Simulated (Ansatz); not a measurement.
All numbers were calculated with Ansatz.

`C/C=C(\O)F` at its PBE0-D4/def2-TZVP geometry, where that method's forces vanish. The species carries charge 0 and has multiplicity 1.

| atom | x (Å) | y (Å) | z (Å) |
| --- | --- | --- | --- |
| C1 | 0.562 | 0.978 | 0.826 |
| C2 | 0.620 | 0.026 | -0.318 |
| C3 | -0.369 | -0.783 | -0.653 |
| O4 | -1.538 | -0.917 | -0.015 |
| F5 | -0.284 | -1.609 | -1.707 |
| H6 | 0.769 | 2.001 | 0.499 |
| H7 | -0.420 | 0.968 | 1.300 |
| H8 | 1.305 | 0.730 | 1.590 |
| H9 | 1.517 | -0.040 | -0.921 |
| H10 | -2.163 | -1.355 | -0.602 |

Problem. For each bond, give half the difference of the two atoms' forces along it (eV/Å; positive pushes the atoms apart) under PBE-D4, r2SCAN-D4, B3LYP-D4, ωB97M-V in def2-TZVPP. (Best estimate.)

Solution. The calculation gave: 
```tsv
bond	length (Å)	PBE-D4	r2SCAN-D4	B3LYP-D4	ωB97M-V
C1–C2	1.490	-0.18	0.02	0.19	0.31
C1–H6	1.094	0.12	-0.02	-0.06	-0.11
C1–H7	1.090	0.13	-0.03	-0.06	-0.09
C1–H8	1.094	0.12	-0.01	-0.06	-0.11
C2–C3	1.321	0.26	0.06	-0.19	-0.31
C2–H9	1.083	0.02	-0.10	-0.13	-0.11
C3–O4	1.339	0.23	0.13	0.25	0.29
C3–F5	1.341	0.47	0.26	0.36	0.25
O4–H10	0.963	0.37	0.00	-0.05	-0.10
```

B3LYP here is the variant with VWN-RPA as its local correlation; programs differ in this.
